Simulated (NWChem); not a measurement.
Everything below was run with NWChem. System: C2H6O, charge 1, spin multiplicity 2, at the geometry of a parent with another charge or spin, in a state set for the comparison that need not be this species' ground state. Its SCF solution wasn't tested for a lower state. Level: UHF/pcseg-2.

Input file:

```
start mol
memory heap 200 mb stack 900 mb global 1100 mb
charge 1
geometry units angstroms nocenter noautoz
  C     -1.161079     0.000000    -0.188064
  O      0.000000     0.000000     0.577790
  C      1.161079     0.000000    -0.188064
  H     -1.233042    -0.895231    -0.839514
  H     -1.233042     0.895231    -0.839514
  H     -2.021460     0.000000     0.496256
  H      1.233042    -0.895231    -0.839514
  H      2.021460     0.000000     0.496256
  H      1.233042     0.895231    -0.839514
  symmetry group C2v
end
basis spherical
  * library pcseg-2
end
scf
  uhf
  nopen 1
  maxiter 100
  thresh 1e-7
  semidirect memsize 60000000 filesize 0
  # guess.movecs holds the orbitals of an unrestricted PBE0 run
  vectors input guess.movecs output mol.movecs
end
task scf energy
```

NWChem printed:

```
             Northwest Computational Chemistry Package (NWChem) 7.3.0
             --------------------------------------------------------

                                NWChem Input Module
                                -------------------

 Scaling coordinates for geometry "geometry" by  1.889725989
 (inverse scale =  0.529177249)

 Turning off AUTOSYM since
 SYMMETRY directive was detected!

                             Geometry "geometry" -> ""
                             -------------------------

 Output coordinates in angstroms (scale by  1.889725989 to convert to a.u.)

  No.       Tag          Charge          X              Y              Z
 ---- ---------------- ---------- -------------- -------------- --------------
    1 C                    6.0000    -1.16107900     0.00000000    -0.18806400
    2 O                    8.0000     0.00000000     0.00000000     0.57779000
    3 C                    6.0000     1.16107900     0.00000000    -0.18806400
    4 H                    1.0000    -1.23304200    -0.89523100    -0.83951400
    5 H                    1.0000    -1.23304200     0.89523100    -0.83951400
    6 H                    1.0000    -2.02146000     0.00000000     0.49625600
    7 H                    1.0000     1.23304200    -0.89523100    -0.83951400
    8 H                    1.0000     2.02146000     0.00000000     0.49625600
    9 H                    1.0000     1.23304200     0.89523100    -0.83951400

 Effective nuclear repulsion energy (a.u.)      84.3016847105

            Nuclear Dipole moment (a.u.)
            ----------------------------
        X                 Y               Z
 ---------------- ---------------- ----------------
     0.0000000000     0.0000000000     0.0000151178

      Symmetry information
      --------------------

 Group name             C2v
 Group number             16
 Group order               4
 No. of unique centers     4

      Symmetry unique atoms

     1    2    4    6


 Summary of "ao basis" -> "" (spherical)
 ------------------------------------------------------------------------------
       Tag                 Description            Shells   Functions and Types
 ---------------- ------------------------------  ------  ---------------------
 *                          pcseg-2                   on all atoms

 Summary of "ao basis" -> "ao basis" (spherical)
 ------------------------------------------------------------------------------
       Tag                 Description            Shells   Functions and Types
 ---------------- ------------------------------  ------  ---------------------
 C                          pcseg-2                 10       30   4s3p2d1f
 O                          pcseg-2                 10       30   4s3p2d1f
 H                          pcseg-2                  6       14   3s2p1d

                                 NWChem SCF Module
                                 -----------------

  ao basis        = "ao basis"
  functions       =   174
  atoms           =     9
  alpha electrons =    13
  beta  electrons =    12
  charge          =   1.00
  wavefunction    = UHF
  use symmetry    = T
  symmetry adapt  = T

 Summary of "ao basis" -> "ao basis" (spherical)
 ------------------------------------------------------------------------------
       Tag                 Description            Shells   Functions and Types
 ---------------- ------------------------------  ------  ---------------------
 C                          pcseg-2                 10       30   4s3p2d1f
 O                          pcseg-2                 10       30   4s3p2d1f
 H                          pcseg-2                  6       14   3s2p1d

      Symmetry analysis of basis
      --------------------------

        a1         57
        a2         31
        b1         51
        b2         35

 Forming initial guess at       0.2s

   Symmetry analysis of molecular orbitals - initial alpha
   -------------------------------------------------------

  Numbering of irreducible representations:

     1 a1          2 a2          3 b1          4 b2

  Orbital symmetries:

     1 a1          2 b1          3 a1          4 a1          5 b1
     6 a1          7 b2          8 b1          9 a1         10 a2
    11 b1         12 a1         13 b2         14 a1         15 a1
    16 b1         17 b2         18 a1         19 b1         20 a2
    21 a1         22 b1         23 b2

   Symmetry analysis of molecular orbitals - initial beta
   ------------------------------------------------------

  Numbering of irreducible representations:

     1 a1          2 a2          3 b1          4 b2

  Orbital symmetries:

     1 a1          2 b1          3 a1          4 a1          5 b1
     6 a1          7 b1          8 a1          9 b2         10 a2
    11 b1         12 a1         13 b2         14 a1         15 a1
    16 b1         17 b2         18 a1         19 b1         20 a2
    21 a1         22 b1         23 b2

 Starting SCF solution at       0.2s

 ----------------------------------------------
         Quadratically convergent UHF

 Convergence threshold     :          1.000E-07
 Maximum no. of iterations :          100
 Integral*density screening:          1.000E-09
 ----------------------------------------------

              iter       energy          gnorm     gmax       time
             ----- ------------------- --------- --------- --------
                 1     -153.7645349367  5.01D-01  1.02D-01      4.0
                 2     -153.7889703858  1.69D-01  4.40D-02      5.1
                 3     -153.7951049867  1.89D-02  3.26D-03      7.0
[...]
     6     -0.206282  1 C  py                66     -0.206282  3 C  py
    92      0.169155  4 H  s                106     -0.169155  5 H  s
   134      0.169155  7 H  s                162     -0.169155  9 H  s
     9     -0.160173  1 C  py                69     -0.160173  3 C  py

 Vector   14  Occ=0.000000D+00  E=-7.900799D-02  Symmetry=a1
              MO Center=  2.4D-15,  1.6D-16, -6.5D-01, r^2= 8.3D+00
   Bfn.  Coefficient  Atom+Function         Bfn.  Coefficient  Atom+Function
  ----- ------------  ---------------      ----- ------------  ---------------
     4      1.742084  1 C  s                 64      1.742084  3 C  s
    93     -0.905882  4 H  s                107     -0.905882  5 H  s
   135     -0.905882  7 H  s                163     -0.905882  9 H  s
   121     -0.485490  6 H  s                149     -0.485490  8 H  s
    13     -0.387809  1 C  pz                73     -0.387809  3 C  pz

 Vector   15  Occ=0.000000D+00  E=-4.018729D-02  Symmetry=b1
              MO Center=  7.2D-16,  7.7D-16, -3.9D-01, r^2= 1.1D+01
   Bfn.  Coefficient  Atom+Function         Bfn.  Coefficient  Atom+Function
  ----- ------------  ---------------      ----- ------------  ---------------
     4      2.505165  1 C  s                 64     -2.505165  3 C  s
   121     -1.113739  6 H  s                149      1.113739  8 H  s
    93     -0.940758  4 H  s                107     -0.940758  5 H  s
   135      0.940758  7 H  s                163      0.940758  9 H  s
    41      0.375553  2 O  px                 3     -0.253251  1 C  s

 Vector   16  Occ=0.000000D+00  E=-3.192257D-02  Symmetry=a1
              MO Center= -3.5D-17,  7.7D-17, -2.9D-01, r^2= 6.8D+00
   Bfn.  Coefficient  Atom+Function         Bfn.  Coefficient  Atom+Function
  ----- ------------  ---------------      ----- ------------  ---------------
    34      1.544639  2 O  s                 11     -0.749633  1 C  px
    71      0.749633  3 C  px                 4     -0.672102  1 C  s
    64     -0.672102  3 C  s                121     -0.414816  6 H  s
   149     -0.414816  8 H  s                 93      0.375538  4 H  s
   107      0.375538  5 H  s                135      0.375538  7 H  s

                     UHF Final Beta Molecular Orbital Analysis
                     -----------------------------------------

 Vector   10  Occ=1.000000D+00  E=-7.870221D-01  Symmetry=a2
              MO Center=  3.6D-16, -8.9D-17, -4.5D-01, r^2= 2.6D+00
   Bfn.  Coefficient  Atom+Function         Bfn.  Coefficient  Atom+Function
  ----- ------------  ---------------      ----- ------------  ---------------
     6      0.252408  1 C  py                66     -0.252408  3 C  py
     9      0.214437  1 C  py                69     -0.214437  3 C  py

 Vector   11  Occ=1.000000D+00  E=-7.808106D-01  Symmetry=b1
              MO Center= -4.3D-17, -8.9D-18,  1.7D-02, r^2= 3.2D+00
   Bfn.  Coefficient  Atom+Function         Bfn.  Coefficient  Atom+Function
  ----- ------------  ---------------      ----- ------------  ---------------
     5      0.182629  1 C  px                65      0.182629  3 C  px
   120     -0.182065  6 H  s                148      0.182065  8 H  s
   119     -0.177005  6 H  s                147      0.177005  8 H  s
     7     -0.172509  1 C  pz                67      0.172509  3 C  pz
     8      0.151009  1 C  px                68      0.151009  3 C  px

 Vector   12  Occ=1.000000D+00  E=-7.740318D-01  Symmetry=a1
              MO Center=  1.9D-16,  6.2D-16,  2.5D-02, r^2= 2.7D+00
   Bfn.  Coefficient  Atom+Function         Bfn.  Coefficient  Atom+Function
  ----- ------------  ---------------      ----- ------------  ---------------
    37      0.272075  2 O  pz                40      0.260370  2 O  pz
     7     -0.210176  1 C  pz                67     -0.210176  3 C  pz
    10     -0.167886  1 C  pz                70     -0.167886  3 C  pz

 Vector   13  Occ=0.000000D+00  E=-2.364798D-01  Symmetry=b2
              MO Center=  8.8D-16, -5.2D-15,  2.3D-01, r^2= 1.9D+00
   Bfn.  Coefficient  Atom+Function         Bfn.  Coefficient  Atom+Function
  ----- ------------  ---------------      ----- ------------  ---------------
    42      0.380074  2 O  py                39      0.377629  2 O  py
    36      0.370901  2 O  py                92      0.180306  4 H  s
   106     -0.180306  5 H  s                134      0.180306  7 H  s
   162     -0.180306  9 H  s                 93      0.169215  4 H  s
   107     -0.169215  5 H  s                135      0.169215  7 H  s

 Vector   14  Occ=0.000000D+00  E=-7.822536D-02  Symmetry=a1
              MO Center= -7.1D-15,  1.4D-15, -6.4D-01, r^2= 8.3D+00
   Bfn.  Coefficient  Atom+Function         Bfn.  Coefficient  Atom+Function
  ----- ------------  ---------------      ----- ------------  ---------------
     4      1.737915  1 C  s                 64      1.737915  3 C  s
    93     -0.904792  4 H  s                107     -0.904792  5 H  s
   135     -0.904792  7 H  s                163     -0.904792  9 H  s
   121     -0.490526  6 H  s                149     -0.490526  8 H  s
    13     -0.387450  1 C  pz                73     -0.387450  3 C  pz

 Vector   15  Occ=0.000000D+00  E=-3.895867D-02  Symmetry=b1
              MO Center=  5.4D-15, -2.6D-16, -3.5D-01, r^2= 1.1D+01
   Bfn.  Coefficient  Atom+Function         Bfn.  Coefficient  Atom+Function
  ----- ------------  ---------------      ----- ------------  ---------------
     4      2.495421  1 C  s                 64     -2.495421  3 C  s
   121     -1.151878  6 H  s                149      1.151878  8 H  s
    93     -0.934223  4 H  s                107     -0.934223  5 H  s
   135      0.934223  7 H  s                163      0.934223  9 H  s
    41      0.371207  2 O  px                 3     -0.262201  1 C  s

 center of mass
 --------------
 x =   0.00000000 y =   0.00000000 z =   0.09621078

 moments of inertia (a.u.)
 ------------------
          45.129962628800           0.000000000000           0.000000000000
           0.000000000000         200.433327320169           0.000000000000
           0.000000000000           0.000000000000         178.378433819616

  Mulliken analysis of the total density
  --------------------------------------

    Atom       Charge   Shell Charges
 -----------   ------   -------------------------------------------------------
    1 C    6     5.72   2.00  0.52  0.38  0.07  1.29  1.23  0.15  0.01  0.06  0.00
    2 O    8     8.08   2.00  0.63  0.95  0.25  1.90  2.04  0.26  0.00  0.05  0.00
    3 C    6     5.72   2.00  0.52  0.38  0.07  1.29  1.23  0.15  0.01  0.06  0.00
    4 H    1     0.92   0.40  0.46  0.01  0.01  0.04  0.00
    5 H    1     0.92   0.40  0.46  0.01  0.01  0.04  0.00
    6 H    1     0.91   0.42  0.44  0.00  0.01  0.04  0.00
    7 H    1     0.92   0.40  0.46  0.01  0.01  0.04  0.00
    8 H    1     0.91   0.42  0.44  0.00  0.01  0.04  0.00
    9 H    1     0.92   0.40  0.46  0.01  0.01  0.04  0.00

  Mulliken analysis of the alpha density
  --------------------------------------

    Atom       Charge   Shell Charges
 -----------   ------   -------------------------------------------------------
    1 C    6     2.80   1.00  0.26  0.18  0.03  0.63  0.59  0.08  0.01  0.03  0.00
    2 O    8     4.52   1.00  0.33  0.49  0.12  1.19  1.22  0.13  0.00  0.03  0.00
    3 C    6     2.80   1.00  0.26  0.18  0.03  0.63  0.59  0.08  0.01  0.03  0.00
    4 H    1     0.49   0.22  0.24  0.01  0.00  0.02  0.00
    5 H    1     0.49   0.22  0.24  0.01  0.00  0.02  0.00
    6 H    1     0.46   0.21  0.22  0.00  0.00  0.02  0.00
    7 H    1     0.49   0.22  0.24  0.01  0.00  0.02  0.00
    8 H    1     0.46   0.21  0.22  0.00  0.00  0.02  0.00
    9 H    1     0.49   0.22  0.24  0.01  0.00  0.02  0.00

   Mulliken analysis of the beta density
   -------------------------------------

    Atom       Charge   Shell Charges
 -----------   ------   -------------------------------------------------------
    1 C    6     2.91   1.00  0.26  0.19  0.04  0.66  0.64  0.08  0.01  0.02  0.00
    2 O    8     3.57   1.00  0.30  0.46  0.13  0.70  0.81  0.12  0.00  0.03  0.00
    3 C    6     2.91   1.00  0.26  0.19  0.04  0.66  0.64  0.08  0.01  0.02  0.00
    4 H    1     0.43   0.19  0.21  0.00  0.00  0.02  0.00
    5 H    1     0.43   0.19  0.21  0.00  0.00  0.02  0.00
    6 H    1     0.45   0.21  0.22  0.00  0.00  0.02  0.00
    7 H    1     0.43   0.19  0.21  0.00  0.00  0.02  0.00
    8 H    1     0.45   0.21  0.22  0.00  0.00  0.02  0.00
    9 H    1     0.43   0.19  0.21  0.00  0.00  0.02  0.00

   Mulliken analysis of the spin density
   -------------------------------------

    Atom       Charge   Shell Charges
 -----------   ------   -------------------------------------------------------
    1 C    6    -0.11  -0.00 -0.01 -0.01 -0.01 -0.03 -0.05 -0.00  0.00  0.01  0.00
    2 O    8     0.95   0.00  0.03  0.03 -0.01  0.49  0.41  0.01 -0.00 -0.00 -0.00
    3 C    6    -0.11  -0.00 -0.01 -0.01 -0.01 -0.03 -0.05 -0.00  0.00  0.01  0.00
    4 H    1     0.06   0.03  0.03  0.00 -0.00 -0.00 -0.00
    5 H    1     0.06   0.03  0.03  0.00 -0.00 -0.00 -0.00
    6 H    1     0.01   0.00  0.00 -0.00 -0.00  0.00 -0.00
    7 H    1     0.06   0.03  0.03  0.00 -0.00 -0.00 -0.00
    8 H    1     0.01   0.00  0.00 -0.00 -0.00  0.00 -0.00
    9 H    1     0.06   0.03  0.03  0.00 -0.00 -0.00 -0.00

       Multipole analysis of the density wrt the origin
       ------------------------------------------------

     L   x y z        total         alpha         beta         nuclear
     -   - - -        -----         -----         ----         -------
     0   0 0 0      1.000000    -13.000000    -12.000000     26.000000

     1   1 0 0     -0.000000     -0.000000     -0.000000      0.000000
     1   0 1 0      0.000000      0.000000      0.000000      0.000000
     1   0 0 1     -0.508229     -0.579858      0.071613      0.000015

     2   2 0 0     -6.380296    -58.111602    -56.941268    108.672575
     2   1 1 0     -0.000000     -0.000000      0.000000      0.000000
     2   1 0 1      0.000000      0.000000      0.000000      0.000000
     2   0 2 0    -11.598332    -12.263567    -10.782719     11.447954
     2   0 1 1     -0.000000     -0.000000     -0.000000      0.000000
     2   0 0 2    -12.047297    -18.386597    -16.539874     22.879174

 Task  times  cpu:       14.5s     wall:       14.5s

 Total times  cpu:       14.5s     wall:       14.5s
```
